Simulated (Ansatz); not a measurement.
# AlFH2S: the cost of one run

Program: Ansatz 0.2.0 through its Python package. Level of theory: MP2/def2-SVP. These are calculated values, not measurements.

### 1 Starting point

Bond lengths: F1–Al2 1.809 Å, Al2–S3 2.240 Å, Al2–H4 1.561 Å, S3–H5 1.394 Å. Angles: F1–Al2–S3 118.7°, F1–Al2–H4 124.3°, S3–Al2–H4 117.0°, Al2–S3–H5 93.5°.

The script holds or builds the structure itself.

### 2 The code

Input file pa.py:

```python
'''Proton affinity of AlFH2S at one site.'''

import warnings

import ansatz as az
import numpy as np

GEOMETRY = '''
F    -1.24950   -1.20760    1.26600
Al   -0.53950   -0.34410   -0.15640
S     1.66470    0.05160   -0.18180
H    -1.35940    0.12830   -1.39780
H     1.53360    1.29820    0.42850
'''


def main() -> None:
    warnings.simplefilter('ignore', az.DeckWarning)

    system = az.Crystal.molecule()
    for line in GEOMETRY.strip().splitlines():
        symbol, *xyz = line.split()
        system = system.atom(symbol, [float(v) for v in xyz])

    calculation = (
        system.calculation()
        .basis(gaussian='def2-SVP')
        .correlation('MP2')
    )
    symbols = [site.symbol for site in system.cartesian_sites]
    start = np.array([site.position_ang for site in system.cartesian_sites], dtype=float)
    r = calculation.relax(force_tolerance=0.01).run(threads=1, pin='off').report
    end = np.array(r['positions_ang'])

    # put the proton on the side away from the neighbours, slightly off axis
    away = sum((end[2] - end[j]) / np.linalg.norm(end[2] - end[j]) for j in [1, 4]) + np.array([0.15, 0.1, -0.2])
    proton = end[2] + 1.4 * away / np.linalg.norm(away)
    acid = az.Crystal.molecule()
    for symbol, place in zip(symbols, end):
        acid = acid.atom(symbol, place.tolist())
    acid = acid.atom('H', proton.tolist())
    protonated = acid.calculation()
    protonated = protonated.basis(gaussian='def2-SVP')
    protonated = protonated.correlation('MP2').charge(1)
    protonated = protonated.relax(force_tolerance=0.01, max_steps=80)
    after = protonated.run(threads=1, pin='off').report
    xyz = np.array(after['positions_ang'])
    reach = np.linalg.norm(xyz[:-1] - xyz[-1], axis=1)
    print(f'base {r["free_energy_ev"]:.5f} eV, protonated {after["free_energy_ev"]:.5f} eV')
    print(f'the proton ends {reach.min():.3f} A from {symbols[reach.argmin()]}{reach.argmin()}')
    print(f'electronic proton affinity {(r["free_energy_ev"] - after["free_energy_ev"]):.3f} eV')


if __name__ == '__main__':
    main()
```

### 3 What the engine is handed

The package turns the script's settings into the engine's input (first run):

```yaml
crystal:
  periodic: [false, false, false]
  atoms:
    - { symbol: F, position_ang: [-1.2495, -1.2076, 1.266] }
    - { symbol: Al, position_ang: [-0.5395, -0.3441, -0.1564] }
    - { symbol: S, position_ang: [1.6647, 0.0516, -0.1818] }
    - { symbol: H, position_ang: [-1.3594, 0.1283, -1.3978] }
    - { symbol: H, position_ang: [1.5336, 1.2982, 0.4285] }
basis:
  gaussian:
    orbitals: def2-SVP
correlation:
  method: mp2
relax:
  f_tol: 0.01
```

### 4 Launch

On the command line:

```
> python pa.py
```

**Question.** How long does this script take on 1 thread of Arm Neoverse V1, shared host, and how much memory does it need?

About 34 s, with a peak of 0.2 GiB.
